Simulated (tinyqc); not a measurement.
CIS and TDHF on RHF in the sto-3g basis, frozen core, for H2O, spin multiplicity 1, step by step. One step of it, computed by the program tinyqc.

Task: CIS singlet states. Diagonalise A (1 hartree = 27.211386 eV); each vector has its largest component positive (the first on a tie). The transition dipole is mu = sqrt2 sum c_ia <i|r|a>.

CIS matrix A, singlet (hartree), order 2>6, 2>7, 3>6, 3>7, 4>6, 4>7, 5>6, 5>7:
$$\begin{pmatrix}
1.285175 & 0.018586 & -0.007120 & 0.046917 & 0.054165 & 0.024680 & 0.000000 & 0.000000 \\
0.018586 & 1.342120 & -0.023988 & 0.014761 & 0.038870 & -0.004120 & 0.000000 & 0.000000 \\
-0.007120 & -0.023988 & 0.607465 & -0.044692 & -0.071241 & 0.023333 & 0.000000 & 0.000000 \\
0.046917 & 0.014761 & -0.044692 & 0.846467 & 0.127964 & 0.040031 & 0.000000 & 0.000000 \\
0.054165 & 0.038870 & -0.071241 & 0.127964 & 0.603688 & 0.003052 & 0.000000 & 0.000000 \\
0.024680 & -0.004120 & 0.023333 & 0.040031 & 0.003052 & 0.611868 & 0.000000 & 0.000000 \\
0.000000 & 0.000000 & 0.000000 & 0.000000 & 0.000000 & 0.000000 & 0.353925 & 0.010205 \\
0.000000 & 0.000000 & 0.000000 & 0.000000 & 0.000000 & 0.000000 & 0.010205 & 0.430411
\end{pmatrix}$$

dipole integrals <i|r|a> (bohr), order 2>6, 2>7, 3>6, 3>7, 4>6, 4>7, 5>6, 5>7:
$$\begin{pmatrix}
0.000000 & 0.006771 & 0.057637 \\
0.000000 & 0.076642 & 0.055884 \\
0.000000 & 0.707515 & -0.235854 \\
0.000000 & 0.381315 & 0.718330 \\
0.000000 & -0.428749 & 0.678554 \\
0.000000 & 0.658211 & 0.148338 \\
-0.059070 & 0.000000 & 0.000000 \\
-0.026359 & 0.000000 & 0.000000
\end{pmatrix}$$

Give: singlet excitation energies; lowest vectors; oscillator strengths 2/3 w |mu|^2.

Result:

singlet excitation energies (eV): [9.5944, 11.7485, 14.0722, 15.7884, 17.6413, 24.6681, 35.0524, 36.9104]

lowest vectors, order 2>6, 2>7, 3>6, 3>7, 4>6, 4>7, 5>6, 5>7:
$$\begin{pmatrix}
0.0000 & 0.0000 & -0.0362 & -0.0308 & -0.0077 & -0.1700 \\
0.0000 & 0.0000 & -0.0181 & -0.0183 & 0.0401 & -0.0669 \\
0.0000 & 0.0000 & 0.5316 & -0.4886 & 0.6590 & -0.2052 \\
0.0000 & 0.0000 & -0.2313 & -0.3219 & 0.2292 & 0.8778 \\
0.0000 & 0.0000 & 0.8122 & 0.2740 & -0.3257 & 0.3811 \\
0.0000 & 0.0000 & -0.0507 & 0.7624 & 0.6368 & 0.0936 \\
0.9915 & 0.1300 & 0.0000 & 0.0000 & 0.0000 & 0.0000 \\
-0.1300 & 0.9915 & 0.0000 & 0.0000 & 0.0000 & 0.0000
\end{pmatrix}$$

oscillator strengths 2/3 w |mu|^2: [0.0014, 0.0007, 0.0490, 0.0308, 1.0870, 1.0713]
